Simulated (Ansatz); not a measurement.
Species: CH2O, SMILES `C=O` with one electron removed (charge 1, multiplicity 2).

Task: Give a relaxed geometry from Ansatz (a quantum-chemistry and plane-wave program) with r2SCAN-D4/def2-TZVP.

Result: the end point of this relaxation (outside a Z-matrix the atoms follow the SMILES, hydrogens last).
Cartesian coordinates (Å) in one orientation:
```xyz
4

C     -0.014     0.003     0.000
O      1.154    -0.210    -0.003
H     -0.743    -0.849     0.003
H     -0.396     1.057     0.000
```
